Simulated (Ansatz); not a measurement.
Geometry optimisation, RKS BHLYP/def2-SVP (Ansatz 0.2.0).

The input (input.yaml):

```yaml
crystal:
  periodic: [false, false, false]
  atoms:
    - { symbol: B, position_ang: [0.0, 0.0, 0.0] }
    - { symbol: Cl, position_ang: [1.1911, 0.0, 1.6808] }
    - { symbol: H, position_ang: [1.3757, 0.0, -0.1988] }
    - { symbol: C, position_ang: [-1.3856, 0.0, -0.8] }
    - { symbol: H, position_ang: [-1.9458, -0.9305, -0.5708] }
    - { symbol: H, position_ang: [-1.9898, 0.8797, -0.4946] }
    - { symbol: H, position_ang: [-1.1839, 0.0508, -1.8903] }
basis:
  gaussian: { orbitals: def2-SVP }
hamiltonian:
  xc: { name: BHLYP }
relax:
  f_tol: 0.15
  max_steps: 25
  restrain:
    - { distance: [1, 2], at: 2.57, k: 30.0 }
    - { distance: [0, 1], at: 1.86, k: 30.0 }
    - { distance: [0, 2], at: 1.19, k: 30.0 }
```

Command:

```bash
$ ansatz run input.yaml --threads 1 --pin off --max-ram 2048MiB --backend cpu --events-out ev --progress --plain --runs-dir out
```

**Question.** Where does it end, and by what steps?

**Answer.** The forces met the threshold. The restraints hold the end off the free minimum; the threshold counts their pulls, which the force column leaves out. Restrained pairs: Cl2–H3 (1.89 → 2.57 Å), B1–Cl2 (2.06 → 1.82 Å), B1–H3 (1.39 → 1.19 Å). After 6 steps the energy has fallen by 3.274 eV (the restraints' own energy left out); Cl2 moved furthest, 0.74 Å.

```json
{"step": "0", "energy less start (eV)": "0.0000", "largest force component (eV/Å)": "5.883", "accepted": "yes"}
{"step": "1", "energy less start (eV)": "-1.3950", "largest force component (eV/Å)": "3.482", "accepted": "yes"}
{"step": "2", "energy less start (eV)": "-2.3320", "largest force component (eV/Å)": "2.025", "accepted": "yes"}
{"step": "3", "energy less start (eV)": "-2.8754", "largest force component (eV/Å)": "1.959", "accepted": "yes"}
{"step": "4", "energy less start (eV)": "-3.1879", "largest force component (eV/Å)": "1.591", "accepted": "yes"}
{"step": "5", "energy less start (eV)": "-3.2527", "largest force component (eV/Å)": "1.329", "accepted": "yes"}
{"step": "6", "energy less start (eV)": "-3.2740", "largest force component (eV/Å)": "1.213", "accepted": "yes"}
```

```xyz
7
Properties=species:S:1:pos:R:3
B 0.239 -0.009 -0.095
Cl 0.464 0.118 1.708
H 1.241 -0.148 -0.726
C -1.191 0.020 -0.692
H -1.688 -0.934 -0.469
H -1.804 0.796 -0.226
H -1.199 0.156 -1.774
```

The run took 5.4 s on 1 thread of AMD EPYC 9R45 96-Core Processor (Zen 5) (shared host), peak memory 0.15 GiB.
